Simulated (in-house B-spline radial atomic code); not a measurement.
Values are calculated unless marked as measured or tabulated.
S ion on Al atom: potential, deflection and energy transfer

The pair potential comes from two frozen, spherical free-atom densities (PBE, B-spline radial code, scalar-relativistic past argon): electrostatics plus the change in Thomas-Fermi kinetic and Dirac exchange energy where they overlap, the recipe behind the universal ZBL potential, which averages such potentials (from solid-state densities) over many pairs. It is written V = (Z1 Z2 e²/r) φ(r/a), with e² = 14.3996 eV·Å and a = 0.46850 Å/(Z1^0.23 + Z2^0.23); ZBL's fit is φ = 0.18175 e^(−3.1998x) + 0.50986 e^(−0.94229x) + 0.28022 e^(−0.4029x) + 0.02817 e^(−0.20162x). Where φ falls below 4e-4 it is continued as an exponential.

Masses 32.06 and 26.98 u.

```json
{"x = r/a": "0.1", "φ, this pair": "0.9031", "φ, ZBL": "0.8928"}
{"x = r/a": "0.25", "φ, this pair": "0.7847", "φ, ZBL": "0.7647"}
{"x = r/a": "0.5", "φ, this pair": "0.6401", "φ, ZBL": "0.6096"}
{"x = r/a": "1", "φ, this pair": "0.4481", "φ, ZBL": "0.4164"}
{"x = r/a": "1.5", "φ, this pair": "0.3258", "φ, ZBL": "0.2995"}
{"x = r/a": "2", "φ, this pair": "0.2424", "φ, ZBL": "0.2218"}
{"x = r/a": "3", "φ, this pair": "0.1436", "φ, ZBL": "0.1292"}
{"x = r/a": "4", "φ, this pair": "0.08952", "φ, ZBL": "0.08026"}
{"x = r/a": "5", "φ, this pair": "0.0579", "φ, ZBL": "0.05224"}
{"x = r/a": "6.5", "φ, this pair": "0.0332", "φ, ZBL": "0.02914"}
{"x = r/a": "8", "φ, this pair": "0.02032", "φ, ZBL": "0.01705"}
{"x = r/a": "10", "φ, this pair": "0.01031", "φ, ZBL": "0.008778"}
{"x = r/a": "12", "φ, this pair": "0.004959", "φ, ZBL": "0.00474"}
{"x = r/a": "14.5", "φ, this pair": "0.001981", "φ, ZBL": "0.002328"}
{"x = r/a": "17", "φ, this pair": "0.000841", "φ, ZBL": "0.001212"}
```

Q: At x = 4 the electrostatic, kinetic and exchange parts are 146.41, 428.39 and -46.01 eV. Find r, V and φ.

A: a = 0.46850/(1.8921 + 1.8039) = 0.12676 Å, so r = 0.50704 Å. V = 146.41 + 428.39 + (-46.01) = 528.79 eV. The bare repulsion is 16 × 13 × 14.3996/0.50704 = 5907.1 eV, so φ = 0.0895, +11.5 % against ZBL's 0.0803. The kinetic (Pauli) term is 81 % of V here.

Q: The ion comes in at 0.5171 keV with impact parameter 0.0634 Å. The scattering integral gives a centre-of-mass angle of 164.9° and a closest approach of 5.261 a. What are the reduced energy, the energy passed on and the laboratory angles?

A: ε = E a M2/(Z1 Z2 e² (M1 + M2)) = 517.1 × 1.9340e-05 = 0.01. The most that one collision can pass on is γE with γ = 4 M1 M2/(M1 + M2)² = 0.9926. Here T = γE sin²(θ/2) = 0.9926 × 517.1 × 0.9828 = 504.4 eV. The ion turns by arctan(sin θ/(cos θ + M1/M2)) = 49.4°, and the struck atom leaves at (180° − θ)/2 = 7.5°. The closest approach is 0.667 Å. With ZBL the angle would be 164.45° and T = 503.8 eV.
